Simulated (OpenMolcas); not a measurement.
**CH2F2 (difluoromethane): how far must the basis set go?**

The species is CH2F2 (5 atoms), meant as a singlet with charge 0. As SMILES, `FCF`. Geometry: relaxed at PBE0-D4/def2-TZVP.

| atom | x (Å) | y (Å) | z (Å) |
| --- | --- | --- | --- |
| F | -1.0733 | 0.1912 | 0.6983 |
| C | 0.0101 | -0.0169 | -0.0823 |
| F | 1.0905 | -0.1792 | 0.7132 |
| H | -0.1427 | -0.9329 | -0.6595 |
| H | 0.1653 | 0.8642 | -0.7111 |

Program: OpenMolcas 26.06. Method: MP2. Swept: basis set. Watched: the HOMO energy (Hartree–Fock orbitals). Each run: gradient, 3 core orbitals frozen. Hardware: 1 thread of Arm Neoverse V1, shared host.

The last row is the best point of the sweep, not the limit.

```json
{"basis set": "def2-SV(P)", "basis functions": "46", "value (eV)": "-14.5829", "from the best (eV)": "-0.0402", "wall time": "3.3 s"}
{"basis set": "def2-SVP", "basis functions": "52", "value (eV)": "-14.5458", "from the best (eV)": "-0.0030", "wall time": "3.6 s"}
{"basis set": "def2-TZVP", "basis functions": "105", "value (eV)": "-14.5468", "from the best (eV)": "-0.0041", "wall time": "27 s"}
{"basis set": "def2-TZVPP", "basis functions": "121", "value (eV)": "-14.5427", "from the best (eV)": "0.0000", "wall time": "46 s"}
```

Q: Which is the coarsest setting good to 0.02 eV?

A: def2-SVP: it is 0.0030 eV off and takes 3.6 s, against 46 s for def2-TZVPP.
